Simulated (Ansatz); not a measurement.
**Competing steps**

Reactants: SiNH₅ ([NH2][SiH3]) (brackets give SMILES or just the links). Saddle points were found for several chosen steps; others may exist. Gas-phase electronic energies, without zero-point energy, by CCSD(T) at an estimated basis limit (MP2 extrapolated from triple and quadruple zeta, plus CCSD(T) − MP2 in triple zeta); Ansatz 0.2.0, def2-TZVPP and QZVPP, frozen cores, on PBE0-D4/def2-TZVP structures. Extrapolation: Hartree–Fock as exp(−7.88 √X), correlation as X^−2.97. No counterpoise correction.

Question: Rank the steps by the energy of their saddle points, lowest first, and give each saddle's height above the lowest. (Judge from chemistry; the value comes from the calculation.)
A. 1,1-elimination, to SiH₂ + NH₃, still joined by a dative N–Si bond (breaks or loosens H–Si, N–Si; forms H–N)
B. 1,2-elimination, to SiNH₃ ([NH][SiH2]) + H₂ (breaks or loosens H–N, H–Si; forms H–H)

Answer: Computed: A (0.0 kJ/mol), B (35.1 kJ/mol). Heights count from the lowest.

The lowest of these saddles lies at 315.2 kJ/mol relative to the reactant.

Question: Does the lowest of these saddles lead to the lowest end structure (the products still in contact)? (A judgement: the text doesn't fix the answer.)

Answer: The calculation gives: Yes. Relative to the reactant, the ends lie at 155.3 (SiH₂ + NH₃); 234.6 (SiNH₃ ([NH][SiH2]) + H₂) kJ/mol.

The T1 diagnostic stays at or below 0.018. The restricted Hartree–Fock reference is unstable towards an unrestricted one at one or more of these structures.

For scale, one of the runs: CCSD(T)/def2-TZVPP, 143 basis functions, launched by `ansatz run in.yaml --threads 2 --pin off --events-out ev --progress --plain --max-ram 4352MiB`. Hardware: 2 CPU threads of an Intel Xeon Platinum 8375C, shared host. Wall time 11 s; peak host memory 0.8 GiB.
